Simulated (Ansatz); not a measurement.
Ideal-gas functions of BH₄NSi, SMILES `B1N[SiH2]1` at 800 K and 1 bar, from an Ansatz frequency run at PBE0-D4/def2-TZVP.

Molar mass 56.94 g/mol, point group Cs (symmetry number 1), electronic degeneracy 1, moments of inertia 18.858, 52.168, 65.084 u Å². Harmonic wavenumbers (cm⁻¹, unscaled): 457, 618, 619, 666, 668, 767, 841, 878, 975, 1058, 1360, 2218, 2226, 2702, 3595.

Use S(trans) = R[1.5 ln M + 2.5 ln T − 1.1517]; rotational temperatures θ = 24.2544 K / I; S(rot) = R[ln(√π/σ · √(T³/θAθBθC)) + 1.5]; for each mode x = 1.438777 ν̃/T, S = R[x/(eˣ − 1) − ln(1 − e⁻ˣ)] and H = RT x/(eˣ − 1); 1 cm⁻¹ = 0.0119627 kJ/mol; R = 8.31446 J/(mol·K).

Q: By hand: the entropy, in J/(mol·K).

A: Translation 179.8. Rotation: θ = 1.2862, 0.4649, 0.3727 K, giving 106.8. Vibration, mode by mode: 10.18, 7.85, 7.84, 7.29, 7.27, 6.27, 5.62, 5.33, 4.63, 4.12, 2.68, 0.78, 0.77, 0.38, 0.10, in all 71.1. Electronic 0.0. Sum 357.7 J/(mol·K).

Q: By hand: H − E and G − E in kJ/mol, counted from the electronic energy.

A: Zero-point energy ½ × 19648 × 0.0119627 = 117.5; thermal vibration 34.6; translation, rotation and pV give 4 RT = 26.6. H − E = 178.7 kJ/mol, and G − E = 178.7 − 800 × 357.7/1000 = -107.5 kJ/mol.

Vibration gives 20 % of the entropy.
